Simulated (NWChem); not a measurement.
Molecule: AlCl₃; SMILES [Cl][Al]([Cl])[Cl]

Results from NWChem. Pople sets run with spherical d functions. Medium grid unless said otherwise, to which SCAN and Minnesota functionals are sensitive. Geometry: optimised at B3LYP/6-31G* (spherical d).

**Question.** Predict the results for M05-2X/6-31G*. Quantities: highest occupied level (eV); orbital gap (eV).

**Answer.** The highest occupied level (eV) is -10.80. The orbital gap (eV) is 9.99.
